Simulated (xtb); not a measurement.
xtb input (GFN2-xTB):

```bash
xtb mol.xyz --gfn 2 --ohess tight --chrg -1 --uhf 0
```
mol.xyz:
```
6

O      1.81917872     0.27748213    -0.02823129
C      0.59647697     0.40739718    -0.03905107
H      0.10277028     1.38853495    -0.02117202
C     -0.34413007    -0.78229850     0.01313758
H     -0.99216596    -0.67749075     0.85922590
H     -1.03218746    -0.67274182    -0.90930345
```

End of the output:

```
   ------------------------------------------------------------------------
    298.15    0.442098E-02    0.451583E-01    0.286012E-01    0.165570E-01
   ------------------------------------------------------------------------

         :::::::::::::::::::::::::::::::::::::::::::::::::::::
         ::                  THERMODYNAMIC                  ::
         :::::::::::::::::::::::::::::::::::::::::::::::::::::
         :: total free energy         -10.004743103872 Eh   ::
         ::.................................................::
         :: total energy              -10.021300118238 Eh   ::
         :: zero point energy           0.040737275501 Eh   ::
         :: G(RRHO) w/o ZPVE           -0.024180261135 Eh   ::
         :: G(RRHO) contrib.            0.016557014366 Eh   ::
         :::::::::::::::::::::::::::::::::::::::::::::::::::::

optimized geometry written to: xtbopt.xyz

           -------------------------------------------------
          | TOTAL ENERGY              -10.021300118238 Eh   |
          | TOTAL ENTHALPY             -9.976141867493 Eh   |
          | TOTAL FREE ENERGY         -10.004743103872 Eh   |
          | GRADIENT NORM               0.000387922294 Eh/α |
          | HOMO-LUMO GAP               4.832495133520 eV   |
           -------------------------------------------------

------------------------------------------------------------------------
------------------------------------------------------------------------
 total:
 SCF:
 ANC optimizer:
 analytical hessian:
```

It need not be the lowest isomer of its formula. Whether it binds its extra electron was not tested at this geometry.
